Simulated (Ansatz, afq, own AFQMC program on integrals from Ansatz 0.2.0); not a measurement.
Integrals from Ansatz 0.2.0, then the random walk in our own AFQMC program (afq).

```yaml
crystal:
  periodic: [false, false, false]
  atoms:
    - {symbol: S, position_ang: [0.000000, 0.000000, 0.000000]}
basis:
  gaussian: {orbitals: def2-TZVP}
magnetization: {spin_polarized: true, initial_magnetization: 2}
correlation: {method: ccsd_t, electrons: outside_noble_gas, hamiltonian_folder: ham}
```

```sh
$ ansatz run in.yaml --threads 1 --pin off --events-out ev --progress --plain --max-ram 15360MiB --backend cuda --devices 0, --max-vram 18GiB
```

Options of the walk:

```
--method phaseless --trial hf --walkers 4000 --populations 20 --least-time 40 --time-step 0.005 --steps-per-block 20 --equilibration-blocks 112 --max-blocks 4000 --target-error 0.00045 --factor-cut 1e-05 --start spin_pure --seed 7973 --taylor-order 6
```

Times are imaginary, in 1/Eh. The walk had a cap of 49 s. With eight or more populations the least sampling time is a fifth of least-time, and the error comes from their spread.

Log:

```
orbitals 32  electrons 4 2  factors 208 of 213
reference energy -397.50195504 Eh
CCSD correlation -0.13811274 Eh in 8 cycles, weight of the determinant in the CISD state 0.9300
energy of the start -397.502096 Eh
 block  time / (1/Eh)  mean weight  energy / Eh
     1     0.100  1.0005  -397.530627
     2     0.200  1.0008  -397.551075
     3     0.300  1.0008  -397.567394
     4     0.400  1.0009  -397.580166
     5     0.500  1.0008  -397.590825
    10     1.000  1.0002  -397.620720
    43     4.300  1.0001  -397.647088
    78     7.800  1.0000  -397.642168
   113    11.300  1.0000  -397.643112
   148    14.800  0.9998  -397.640359
   183    18.300  1.0000  -397.642178
   204    20.400  1.0000  -397.638448
   218    21.800  1.0003  -397.641361
   253    25.300  0.9998  -397.640702
   288    28.800  0.9999  -397.640990
   309    30.900  1.0000  -397.643292
error from the spread of 20 populations
energy -397.641553 +/- 0.000432 Eh
(rows thinned)
```

The run passed its tests (sampling time, drift between the halves within three errors, error under three times the target), which doesn't prove that it has relaxed.

Against this walk (error 11.8 meV) on the same determinant: CCSD(T) 86.4 meV lower, CCSDT(Q) 111.6 meV lower, CCSDTQ 112.0 meV lower, full CI 112.1 meV lower, a separate phaseless walk with a CISD trial and standard settings 100.9 ± 11.9 meV lower. The error is statistical and leaves out the bias of the constraint. Full CI is exact here, so the walk's 112 meV above it is the walk's own error: the bias of the constraint with this trial.

Cautions: constraint bias not in the error.

The walk took 23 s on 1 × NVIDIA H100 80GB HBM3 with 2 threads of AMD EPYC 7R13 Processor (Zen 3), on a shared host (the card was shared). The log's last line is the phaseless energy.

CCSDT and higher add their correlation energy to the determinant of the CCSD(T) run, since their own runs factorise the integrals more tightly (a shift of under 2 meV). A walk keeps the symmetry of its determinant, which the program's search chose and which needn't be the lowest solution, so a lower state of the same spin and another symmetry isn't excluded.
